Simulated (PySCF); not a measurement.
H₂Si, SMILES [SiH2] (connectivity only; charge and spin as stated), charge +1, multiplicity 2.

The structure is a stationary point at PBE0-D3(BJ)/def2-TZVPD. The isomer is the one that the SMILES or the coordinates give; other isomers of the formula were not compared.

These are SMD-M06-2X/6-31G* run with PySCF values and carry that method's errors.

Solvation free energies are E(SMD) − E(gas) at the gas-phase geometry, for 1 M in both phases.

Q: Rank water, 2-propanol, benzene by solvation free energy, most negative first.

A: water (-66.6 kcal/mol), 2-propanol (-65.6 kcal/mol), benzene (-39.2 kcal/mol)
